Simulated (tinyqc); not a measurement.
Inside a calculation (part 3 of 3). Method: UHF in the sto-3g basis, for OH+, spin multiplicity 3. Computed by tinyqc, a small Python program that keeps every step (integrals from PySCF). Command: `OMP_NUM_THREADS=1 python tinyqc.py 21589 21590 out.jsonl` (the two numbers bound the seeds that draw the settings). One thread of a shared host (Intel(R) Xeon(R) Processor @ 2.60GHz), about 0.1 s of CPU time with the checks.

Geometry (angstrom):
```
atom       x       y       z
O     0.0000  0.0000  0.0000
H     0.0000  0.0000  1.0800
```

## Iteration 8 (converged): orbitals

converged F(alpha) (hartree):
```
           1O 1s    1O 2s   1O 2px   1O 2py   1O 2pz    2H 1s
1O 1s   -21.1636  -5.3950   0.0000   0.0000  -0.0186  -0.9348
1O 2s    -5.3950  -3.2114   0.0000   0.0000  -0.1150  -1.0808
1O 2px    0.0000   0.0000  -1.1880   0.0000   0.0000   0.0000
1O 2py    0.0000   0.0000   0.0000  -1.1880   0.0000   0.0000
1O 2pz   -0.0186  -0.1150   0.0000   0.0000  -1.0969  -0.6910
2H 1s    -0.9348  -1.0808   0.0000   0.0000  -0.6910  -0.8336
```

converged F(beta) (hartree):
```
           1O 1s    1O 2s   1O 2px   1O 2py   1O 2pz    2H 1s
1O 1s   -21.1099  -5.3157   0.0000   0.0000  -0.0180  -0.9186
1O 2s    -5.3157  -2.8268   0.0000   0.0000  -0.0849  -1.0030
1O 2px    0.0000   0.0000  -0.2524   0.0000   0.0000   0.0000
1O 2py    0.0000   0.0000   0.0000  -0.2524   0.0000   0.0000
1O 2pz   -0.0180  -0.0849   0.0000   0.0000  -0.9358  -0.6873
2H 1s    -0.9186  -1.0030   0.0000   0.0000  -0.6873  -0.8884
```

X:
```
          1O 1s    1O 2s  1O 2px  1O 2py   1O 2pz    2H 1s
1O 1s    1.0229  -0.1308  0.0000  0.0000  -0.0069   0.0211
1O 2s   -0.1308   1.1008  0.0000  0.0000   0.0675  -0.2490
1O 2px   0.0000   0.0000  1.0000  0.0000   0.0000   0.0000
1O 2py   0.0000   0.0000  0.0000  1.0000   0.0000   0.0000
1O 2pz  -0.0069   0.0675  0.0000  0.0000   1.0577  -0.2138
2H 1s    0.0211  -0.2490  0.0000  0.0000  -0.2138   1.1340
```

Diagonalise F' = X^T F X, C = X C', fill 5 alpha and 3 beta electrons from the bottom; D(s) = C_occ C_occ^T. Each column has its largest component positive (the first on a tie).

F' = X^T F X (alpha) (hartree):
```
          1        2        3        4        5        6
1  -20.7893  -2.6892   0.0000   0.0000  -0.0352  -0.1043
2   -2.6892  -2.2184   0.0000   0.0000   0.0133  -0.4452
3    0.0000   0.0000  -1.1880   0.0000   0.0000   0.0000
4    0.0000   0.0000   0.0000  -1.1880   0.0000   0.0000
5   -0.0352   0.0133   0.0000   0.0000  -0.9511  -0.4674
6   -0.1043  -0.4452   0.0000   0.0000  -0.4674  -0.3853
```

orbital energies (alpha) (hartree): MO1 -21.1723, MO2 -1.9650, MO3 -1.1880, MO4 -1.1880, MO5 -1.1677, MO6 -0.0392

coefficients C (alpha):
```
            MO1      MO2     MO3      MO4      MO5      MO6
1O 1s    0.9944  -0.2568  0.0000   0.0000   0.0610   0.0728
1O 2s    0.0235   0.9880  0.0000   0.0000  -0.2974  -0.4798
1O 2px   0.0000   0.0000  0.9310  -0.3650   0.0000   0.0000
1O 2py   0.0000   0.0000  0.3650   0.9310   0.0000   0.0000
1O 2pz   0.0028   0.1259  0.0000   0.0000   0.8353  -0.6749
2H 1s   -0.0054   0.0675  0.0000   0.0000   0.3243   1.1333
```

F' = X^T F X (beta) (hartree):
```
          1        2        3        4        5        6
1  -20.7475  -2.6612   0.0000   0.0000  -0.0391  -0.1045
2   -2.6612  -1.8142   0.0000   0.0000   0.0641  -0.4408
3    0.0000   0.0000  -0.2524   0.0000   0.0000   0.0000
4    0.0000   0.0000   0.0000  -0.2524   0.0000   0.0000
5   -0.0391   0.0641   0.0000   0.0000  -0.7712  -0.4906
6   -0.1045  -0.4408   0.0000   0.0000  -0.4906  -0.4672
```

orbital energies (beta) (hartree): MO1 -21.1157, MO2 -1.6208, MO3 -1.0614, MO4 -0.2524, MO5 -0.2524, MO6 -0.0021

coefficients C (beta):
```
            MO1      MO2      MO3     MO4      MO5      MO6
1O 1s    0.9955  -0.2398   0.0898  0.0000   0.0000   0.0853
1O 2s    0.0191   0.9141  -0.4290  0.0000   0.0000  -0.5248
1O 2px   0.0000   0.0000   0.0000  0.1562   0.9877   0.0000
1O 2py   0.0000   0.0000   0.0000  0.9877  -0.1562   0.0000
1O 2pz   0.0024   0.1412   0.7601  0.0000   0.0000  -0.7559
2H 1s   -0.0044   0.1912   0.4102  0.0000   0.0000   1.0906
```

D(alpha) after iteration 8:
```
          1O 1s    1O 2s  1O 2px  1O 2py   1O 2pz    2H 1s
1O 1s    1.0586  -0.2486  0.0000  0.0000   0.0214  -0.0029
1O 2s   -0.2486   1.0652  0.0000  0.0000  -0.1240  -0.0299
1O 2px   0.0000   0.0000  1.0000  0.0000   0.0000   0.0000
1O 2py   0.0000   0.0000  0.0000  1.0000   0.0000   0.0000
1O 2pz   0.0214  -0.1240  0.0000  0.0000   0.7136   0.2793
2H 1s   -0.0029  -0.0299  0.0000  0.0000   0.2793   0.1097
```

D(beta) after iteration 8:
```
          1O 1s    1O 2s  1O 2px  1O 2py   1O 2pz    2H 1s
1O 1s    1.0566  -0.2387  0.0000  0.0000   0.0368  -0.0134
1O 2s   -0.2387   1.0200  0.0000  0.0000  -0.1969  -0.0013
1O 2px   0.0000   0.0000  0.0000  0.0000   0.0000   0.0000
1O 2py   0.0000   0.0000  0.0000  0.0000   0.0000   0.0000
1O 2pz   0.0368  -0.1969  0.0000  0.0000   0.5977   0.3388
2H 1s   -0.0134  -0.0013  0.0000  0.0000   0.3388   0.2048
```

Within a degenerate level the vectors are fixed only up to a rotation; this is one choice.

## Convergence

Stop when the energy changes by less than 1e-08 hartree and every element of the error matrix X^T (F D S - S D F) X (for each spin) is below 3e-05.

Course of the cycle:
```
iteration  E (hartree)     change  largest element of the error matrix
1           -73.616719          -                             2.97e-01
2           -74.027849  -4.11e-01                             1.01e-01
3           -74.048338  -2.05e-02                             1.78e-02
4           -74.048732  -3.94e-04                             6.39e-03
5           -74.048920  -1.87e-04                             9.91e-04
6           -74.048924  -3.72e-06                             1.06e-04
7           -74.048924  -2.62e-08                             8.49e-06
8           -74.048924  -2.75e-10                             4.35e-07
```

PySCF UHF in the same basis, after a stability check = -74.048924 hartree

Converged in 8 iterations.

## Populations, bond orders and dipole

overlap S:
```
         1O 1s   1O 2s  1O 2px  1O 2py  1O 2pz   2H 1s
1O 1s   1.0000  0.2367  0.0000  0.0000  0.0000  0.0403
1O 2s   0.2367  1.0000  0.0000  0.0000  0.0000  0.3979
1O 2px  0.0000  0.0000  1.0000  0.0000  0.0000  0.0000
1O 2py  0.0000  0.0000  0.0000  1.0000  0.0000  0.0000
1O 2pz  0.0000  0.0000  0.0000  0.0000  1.0000  0.3483
2H 1s   0.0403  0.3979  0.0000  0.0000  0.3483  1.0000
```

Mulliken: Z minus the diagonal of D S on the atom; Loewdin: the same with S^(1/2) D S^(1/2); Mayer order: 2 sum_s sum (D(s) S)_ij (D(s) S)_ji over the two atoms.

Charges (e):
```
atom  Mulliken  Loewdin  Mulliken spin
1O      0.5168   0.6006         2.1268
2H      0.4832   0.3994        -0.1268
```

Mayer bond orders:
```
pair   order
2-1   0.7504
```

dipole moment about the origin, x y z (debye): 0.0000  0.0000  2.8738

<S^2> of the determinant (pure state: 2) = 2.0142
